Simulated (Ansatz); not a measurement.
Relaxation of CH₅AlN (8 atoms, charge 1, multiplicity 1), to a largest force component of 0.02 eV/Å in at most 50 steps.

The calculation used Ansatz 0.2.0, RHF/def2-SVP.

```xyz
8
Properties=species:S:1:pos:R:3
C -0.634 0.905 -0.703
N -0.398 0.387 0.433
Al 0.856 -1.129 0.505
H -1.312 1.747 -0.848
H 0.090 -0.324 1.014
H -0.882 0.799 1.241
H 1.151 -1.762 1.859
H 1.354 -1.435 -0.903
```

Problem. Where does it end, and by what steps?

Solution. The run converged. Limits of this set-up: the dipole of an ion depends on the origin. After 14 steps the energy has fallen by 8.144 eV; H5 moved furthest, 1.29 Å. The start is strongly strained (largest force component 9 eV/Å), so its close contacts needn't be bonds. Parted: N2–Al3, Al3–H5. Joined: C1–Al3.

| step | energy less start (eV) | largest force component (eV/Å) | accepted |
| --- | --- | --- | --- |
| 0 | 0.0000 | 9.112 | yes |
| 1 | -2.3857 | 4.481 | yes |
| 2 | -4.0784 | 2.963 | yes |
| 3 | -5.4578 | 4.455 | yes |
| 4 | -6.8260 | 4.479 | yes |
| 5 | -7.6329 | 2.389 | yes |
| 6 | -7.9262 | 1.407 | yes |
| 7 | -8.0648 | 0.732 | yes |
| 8 | -8.1290 | 0.503 | yes |
| 9 | -8.0742 | 0.952 | no |
| 10 | -8.1418 | 0.167 | yes |
| 11 | -8.1424 | 0.086 | yes |
| 12 | -8.1435 | 0.033 | yes |
| 13 | -8.1435 | 0.049 | yes |
| 14 | -8.1435 | 0.012 | yes |

```xyz
8
Properties=species:S:1:pos:R:3
C -0.283 0.348 -0.038
N -0.796 0.728 1.066
Al 1.070 -1.239 -0.192
H -0.616 0.929 -0.896
H -0.575 0.277 1.941
H -1.448 1.495 1.130
H 1.316 -1.835 1.227
H 1.556 -1.515 -1.640
```

Whether the end is a true minimum wasn't checked by a vibrational analysis.

The run took 5.6 s on 1 thread of AMD EPYC 9R45 96-Core Processor (Zen 5), on a shared host, peak memory 0.15 GiB.
